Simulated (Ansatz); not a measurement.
in.yaml

```yaml
crystal:
  periodic: [false, false, false]
  atoms:
    - {symbol: O, position_ang: [0.000000, -0.144299, 1.624079]}
    - {symbol: N, position_ang: [0.000000, 0.380867, 0.555568]}
    - {symbol: Si, position_ang: [0.000000, -0.153981, -1.144069]}
    - {symbol: H, position_ang: [0.000000, 1.288393, -1.621334]}
basis:
  gaussian: {orbitals: def2-SVP}
magnetization: {spin_polarized: false, initial_magnetization: 4}
correlation: {method: ccsd_t, electrons: outside_noble_gas}
output: {forces: true}
```

```sh
$ ansatz run in.yaml --threads 1 --pin off --events-out ev --progress --plain --max-ram 2393MiB
```

Q: Roughly how long does this take on 1 thread of Arm Neoverse V2, shared host, and how much host memory?

A: 9.5 s wall and 0.15 GiB.

```
489 factors; integrals over basis functions are off by at most 1.1e-3 eV
mean field evaluation 1: about -11384.5844 eV, gradient 1.6e1 eV
mean field evaluation 2: about -11384.6582 eV, gradient 1.6e1 eV
mean field evaluation 4: about -11385.8879 eV, gradient 5.4e0 eV
mean field evaluation 8: about -11386.0196 eV, gradient 4.0e-1 eV
mean field evaluation 16: about -11386.0265 eV, gradient 1.0e-5 eV
mean field evaluation 32: about -11386.0195 eV, gradient 3.6e-1 eV
mean field evaluation 64: about -11378.5005 eV, gradient 3.0e-2 eV
mean field evaluation 96: about -11383.0637 eV, gradient 6.1e-4 eV
mean field evaluation 128: about -11383.0633 eV, gradient 1.3e-1 eV
mean field -11386.02645231 eV, -418.4287543965 hartree, gradient 2.5e-6 eV, S^2 6.000000; 5 other end points of the search recorded, 0 dependent functions left out
mean field evaluation 160: about -11386.4153 eV, gradient 1.9e0 eV
determinant -11386.02645231 eV, -418.4287543965 hartree, with singles and doubles -11397.04133375 eV, -418.8335438231 hartree
determinant -11383.06366018 eV, -418.3198737940 hartree, with singles and doubles -11394.40963208 eV, -418.7368305707 hartree
7 core orbitals not correlated: weight in the atoms' cores, before any rotation towards them, 1.000 or more for the frozen orbitals, at most 0.000 for the correlated occupied ones
reference -11386.02645231 eV, -418.4287543965 hartree; 10, 6 occupied and 34, 38 virtual orbitals, 489 factors
second order -10.32518120 eV of doubles, -0.28481214 eV of singles
cycle   1  -11.01515745 eV  change   -2.8e-4 eV  update   1.8e-3
cycle   2  -11.01546811 eV  change   -3.1e-4 eV  update   1.3e-3
cycle   3  -11.01521644 eV  change    2.5e-4 eV  update   7.1e-4
cycle   4  -11.01529459 eV  change   -7.8e-5 eV  update   2.9e-4
cycle   5  -11.01586098 eV  change   -5.7e-4 eV  update   9.3e-5
cycle   6  -11.01599697 eV  change   -1.4e-4 eV  update   4.0e-5
cycle   7  -11.01594989 eV  change    4.7e-5 eV  update   1.8e-5
cycle   8  -11.01593752 eV  change    1.2e-5 eV  update   8.7e-6
cycle   9  -11.01593691 eV  change    6.2e-7 eV  update   3.5e-6
cycle  10  -11.01593678 eV  change    1.2e-7 eV  update   1.3e-6
cycle  11  -11.01593829 eV  change   -1.5e-6 eV  update   4.7e-7
perturbative correction -0.33804959 eV, -0.0124230932 hartree
the calculation of the forces begins
Total energy: -11397.38044018 eV, -418.8460057548 hartree
Atom 0 at     0.000000    -0.144299     1.624079 Å, force     0.000000    -1.821973     2.893851 eV/Å
Atom 1 at     0.000000     0.380867     0.555568 Å, force     0.000000     1.669813    -1.348626 eV/Å
Atom 2 at     0.000000    -0.153981    -1.144069 Å, force    -0.000000     0.900889    -0.744614 eV/Å
Atom 3 at     0.000000     1.288393    -1.621334 Å, force     0.000000    -0.748730    -0.800611 eV/Å
Dipole moment:     0.000000    -0.140761    -0.444165 e Å
```

Forces (eV/Å):
```
O    0.000 -1.822  2.894
N    0.000  1.670 -1.349
Si   0.000  0.901 -0.745
H    0.000 -0.749 -0.801
```
